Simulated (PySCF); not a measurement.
TDDFT excited states: C3H6P2

Species: C₃H₆P₂.
Numbering: `[CH:1]#[C:2][PH:3][CH2:4][PH2:5]` (hydrogens: H6 on C1; H7 on P3; H8, H9 on C4; H10, H11 on P5)

Geometry (GFN2-xTB, Å), atoms numbered from 1 in this order:
```xyz
11
C3H6P2 angstrom
C      2.4947    0.2038   -0.1798
C      1.5059   -0.4155   -0.4730
P      0.1479   -1.4822   -0.8353
C     -1.2135   -0.5356    0.0303
P     -1.4643    1.2747   -0.3342
H      3.3400    0.7827    0.0557
H     -0.0773   -0.9232   -2.1073
H     -2.1560   -1.0486   -0.1963
H     -1.0583   -0.6380    1.1110
H     -1.3939    1.1534   -1.7240
H     -0.1197    1.6311   -0.2532
```

Method used: TDDFT wB97X-D/def2-SVPD, vertical, gas phase, core orbitals frozen in the response in PySCF.

Task: List the vertical singlet excitations with oscillator strengths and describe the spectrum.

Result: 

```
state  λ (nm)  E (eV)       f  main configurations (H = HOMO, L = LUMO)
   S1   232.8    5.33   0.027                    H→L (75%), H-1→L (11%)
   S2   204.2    6.07   0.053    H→L+1 (55%), H-2→L (11%), H-1→L+1 (8%)
   S3   202.1    6.13   0.020        H-1→L (45%), H→L (14%), H→L+2 (9%)
   S4   186.9    6.63   0.027    H-2→L+1 (39%), H-2→L (17%), H→L+1 (8%)
   S5   182.9    6.78   0.054                H-2→L+1 (31%), H→L+1 (15%)
   S6   178.9    6.93   0.057      H→L+2 (40%), H→L+4 (32%), H-1→L (9%)
   S7   175.7    7.06  0.0095    H→L+4 (37%), H→L+2 (16%), H-1→L+1 (9%)
   S8   173.2    7.16   0.093      H→L+3 (51%), H→L+5 (16%), H→L+6 (8%)
```

Triplets, Tamm–Dancoff:

| state | E (eV) | λ (nm) | main configurations (H = HOMO, L = LUMO) |
| --- | --- | --- | --- |
| T1 | 4.70 | 263.6 | H→L (81%) |
| T2 | 5.04 | 246.1 | H→L+1 (37%), H-1→L+1 (25%), H-2→L (12%) |
| T3 | 5.42 | 228.9 | H-2→L (32%), H→L+1 (19%), H-1→L (8%) |

The lowest singlet comes at 233 nm (514 kJ/mol) in the ultraviolet; it is weak; its leading configuration is HOMO→LUMO (75%). The strongest level in the table is S8 at 7.16 eV (173 nm, f = 0.093). It is the last of those listed, so stronger ones may follow. Löwdin shares by element: HOMO phosphorus 67%, carbon 16% or more (atoms not listed hold the other 17%); LUMO carbon 42%, phosphorus 24% or more (atoms not listed hold the other 34%). The oscillator strengths of these states sum to 0.340; summed over the whole spectrum of an exact calculation they would give the number of electrons, 54 (Thomas–Reiche–Kuhn). The listed states span 1.84 eV, and the widest gap between neighbours is 0.75 eV (S1 to S2). Of the 8 states listed, 7 reach f = 0.01 and none stays under 0.0005. The window holds the lowest 8 singlets.

One conformer stands for the species.
